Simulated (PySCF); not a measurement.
**How the functional moves excitation energies**

Compound: benzoquinone, C₆H₄O₂.
SMILES: `O=C1C=CC(=O)C=C1`

Linear-response calculations in the def2-SVPD basis (PySCF; singlets by full response, triplets Tamm–Dancoff, core orbitals frozen in the response; HF means time-dependent Hartree–Fock). 'Strongest' is the level of largest summed f among the singlets computed (10 roots, of which the last may lack a degenerate partner); it can jump between rows when another state enters that window. S1 is the lowest singlet of each run and needn't be the same state throughout; f(S1) is that of one state. Geometry: PBE0-D3(BJ)/def2-SVP; no solvent, vibrations or thermal averaging.

| functional | kind | S1 (eV) | f(S1) | strongest (eV) | T1 (eV) | HOMO (eV) | gap (eV) | ionisation energy, ΔSCF (eV) |
| --- | --- | --- | --- | --- | --- | --- | --- | --- |
| LDA | LDA | 1.85 | 0.000 | 4.58 | 1.50 | -6.55 | 1.66 | 9.53 |
| B3LYP | global hybrid, 20% exact exchange | 2.51 | 0.000 | 4.95 | 2.07 | -7.81 | 3.85 | 9.98 |
| PBE0 | global hybrid, 25% exact exchange | 2.56 | 0.000 | 5.06 | 2.07 | -8.05 | 4.27 | 10.03 |
| BHandHLYP | global hybrid, 50% exact exchange | 3.14 | 0.000 | 5.48 | 2.64 | -9.67 | 6.95 | 10.65 |
| CAM-B3LYP | range-separated hybrid | 2.89 | 0.000 | 5.33 | 2.41 | -9.53 | 6.86 | 10.48 |
| wB97X-D | range-separated hybrid | 2.84 | 0.000 | 5.28 | 2.40 | -9.98 | 7.92 | 10.39 |
| LC-wPBE | range-separated hybrid | 3.06 | 0.000 | 5.69 | 2.52 | -10.81 | 9.21 | 10.80 |
| HF | Hartree–Fock | 3.93 | 0.000 | 6.14 | 2.59 | -11.28 | 11.25 | not settled |

Task: What does PBE (GGA) give?

Result: S1 (eV) 1.93, f(S1) 0.000, strongest (eV) 4.58, T1 (eV) 1.52, HOMO (eV) -6.39, gap (eV) 1.76, ionisation energy, ΔSCF (eV) 9.33. S1 runs from 1.85 eV (LDA) to 3.93 eV (HF), a spread of 2.09 eV, while the orbital gap spreads over 9.6 eV. Along PBE (0%), B3LYP (20%), PBE0 (25%), BHandHLYP (50%), HF (100%) S1 rises with the share of exact exchange. −ε(HOMO) comes closest to its own ΔSCF ionisation energy with LC-wPBE (+0.01 eV) and misses most with LDA (-2.98 eV). The lowest singlet of a reference set is 1B1g(n→π*) at 2.82 eV (computed, theoretical best estimate (aug-cc-pVTZ, frozen core, CC3 geometry), gas; Veril, Scemama, Caffarel, Lipparini, Boggio-Pasqua, Jacquemin, Loos, WIREs Comput. Mol. Sci. 2021, 11, e1517 (QUESTDB)). The lowest computed singlet differs from it by wB97X-D +0.02, CAM-B3LYP +0.07, LC-wPBE +0.24, PBE0 -0.26, B3LYP -0.31, BHandHLYP +0.32, PBE -0.89, LDA -0.97, HF +1.11 eV; geometry and basis of the reference needn't be the same. The lowest triplet of a reference set is 3B1g(n→π*) at 2.58 eV (computed, theoretical best estimate (aug-cc-pVTZ, frozen core, CC3 geometry), gas; Veril, Scemama, Caffarel, Lipparini, Boggio-Pasqua, Jacquemin, Loos, WIREs Comput. Mol. Sci. 2021, 11, e1517 (QUESTDB)). The lowest computed triplet differs from it by HF +0.01, LC-wPBE -0.06, BHandHLYP +0.06, CAM-B3LYP -0.17, wB97X-D -0.18, PBE0 -0.51, B3LYP -0.51, PBE -1.06, LDA -1.08 eV; geometry and basis of the reference needn't be the same. 'Not settled' means that the ion's SCF failed to converge or may have ended in another state than the lowest.
